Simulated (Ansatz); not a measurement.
A displaced shape of doublet CH:

```
atom    x (Å)    y (Å)    z (Å)
   C  -0.0410   0.0280  -0.1673
   H  -0.0490  -0.0064   0.9614
```

It was optimised with HF/def2-SVP in Ansatz (development build ahead of 0.2.0) to forces under 0.001 eV/Å, with unrestricted orbitals. Each step stands on the lowest determinant of that kind that the program's search found.

(1) What shape does it relax to, and how does the optimisation go?

Answers

(1)

| atom | x (Å) | y (Å) | z (Å) |
| --- | --- | --- | --- |
| C | -0.0411 | 0.0277 | -0.1557 |
| H | -0.0490 | -0.0060 | 0.9498 |

Bond lengths: C1–H2 1.106 Å.

```csv
step,E − E(start) (eV),largest force (eV/Å)
1,0.0000,0.7319
2,-0.0082,0.1840
3,-0.0087,0.0076
4,-0.0087,0.0001
```

The optimisation ended after 4 steps with its threshold met.
